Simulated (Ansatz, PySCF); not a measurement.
Gas-phase reaction in SMILES: [CH2]C#N → [CH2-]C#N (an electron is taken up)

Quantity: adiabatic electron affinity (0 K, with zero-point energies), in eV. Positive where the reaction releases energy. Conventions: 6-311+G** with 5d; LANL2DZ all-electron up to Ne; six Cartesian d functions in 6-31G* and its kin unless marked 5d; valence correlation only; non-relativistic; open shells spin-unrestricted; spin-orbit terms left out; no dispersion term unless named. Ab initio and DFT rows: single points at B3LYP-D3(BJ) geometries (Ansatz, an electronic-structure program), with unscaled harmonic terms from B3LYP/6-31G* at its own minima. Sets without +, aug- or the D of def2-TZVPD hold no diffuse functions, which anions need. A UHF reference is markedly spin-contaminated in at least one set, which strains HF and MP2.

```json
[
 {"level": "HF/LANL2DZ", "program": "Ansatz", "adiabatic electron affinity (0 K, with zero-point energies) (eV)": "-0.22"},
 {"level": "PBE/3-21G", "program": "Ansatz", "adiabatic electron affinity (0 K, with zero-point energies) (eV)": "0.50"},
 {"level": "B3LYP/STO-3G", "program": "Ansatz", "adiabatic electron affinity (0 K, with zero-point energies) (eV)": "-2.45"},
 {"level": "B3LYP/LANL2DZ", "program": "Ansatz", "adiabatic electron affinity (0 K, with zero-point energies) (eV)": "1.17"},
 {"level": "M06-2X/6-311+G**", "program": "PySCF", "adiabatic electron affinity (0 K, with zero-point energies) (eV)": "1.60"},
 {"level": "MP2/6-31G*", "program": "Ansatz", "adiabatic electron affinity (0 K, with zero-point energies) (eV)": "0.80"},
 {"level": "PBE0/def2-TZVPD", "program": "Ansatz", "adiabatic electron affinity (0 K, with zero-point energies) (eV)": "1.40"}
]
```

No value to compare with is used here. The 6 habitual levels span -2.45 (B3LYP/STO-3G) to 1.60 eV (M06-2X/6-311+G**); PBE0/def2-TZVPD gives 1.40.

The levels are drawn from those run, B3LYP/6-31G* more often than the rest, none by its result; runs whose electronic state is in doubt are left out.
